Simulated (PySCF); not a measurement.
**methylidynephosphane (CHP): electronic excitations and core binding energies**

What electronic excitations and core binding energies should methylidynephosphane (CHP) (`C#P`) show?

The runs use PySCF 2.14.0, with density-fitted response routines of our own; the level of theory stands in each step. All values are computed, except where a source is named. Atoms count from 0, in the outputs and in this text.

## Step 1: The starting structure

3 atoms, charge 0, multiplicity 1; geometry from: GFN2-xTB.

Bonds of the start (Å): C0–P1 1.55, C0–H2 1.06.

## Step 2: Excited states and response: B3LYP/def2-SVPD

The job: settings as JSON, then the geometry in Å.

```
{"job": {"kind": "uv", "xc": "B3LYP", "basis": "def2-SVPD", "nstates": 8, "ntriplets": 3}, "charge": 0, "multiplicity": 1}
C     -0.159201     0.083772    -0.003368
P      1.381836    -0.049084    -0.011187
H     -1.211154     0.174667     0.002002
```

Level: TDDFT B3LYP/def2-SVPD, vertical, gas phase, core orbitals frozen in the response.

Launch:

```console
$ OMP_NUM_THREADS=1 python probes_run.py task.json out
```

This one command runs all jobs of the session in turn.

**Question.** This job is followed by: delta-SCF UKS SCAN, pcX-2 on the ionised atom, pcseg-1 elsewhere, spin-free X2C. What will the session give for the following? lowest singlet (B3LYP/def2-SVPD); brightest single state of those computed; lowest triplet; P1s binding energies, SCAN/pcX-2; P2p binding energies, SCAN/pcX-2.

As calculated:

| quantity | value |
| --- | --- |
| lowest singlet (B3LYP/def2-SVPD) | 4.50 eV (276 nm), f = 0.000 |
| brightest single state of those computed | state 8, 7.86 eV, f = 0.499 |
| lowest triplet | 3.39 eV |
| P1s binding energies, SCAN/pcX-2 | P1 2150.81 eV |
| P2p binding energies, SCAN/pcX-2 | P1 137.57 eV |

What this shows: The lowest singlet, at 4.50 eV, is HOMO−1→LUMO 0.49, HOMO→LUMO+1 0.49 and is dark; of the 8 states computed, the strongest absorption comes from state 8 at 7.86 eV (the last computed, so partners may be missing). The lowest triplet lies 1.11 eV below the lowest singlet (triplets in Tamm-Dancoff, singlets in full TDDFT). States above −ε(HOMO) lie where TDDFT describes them poorly and they hang on the basis; the brightest is among them.
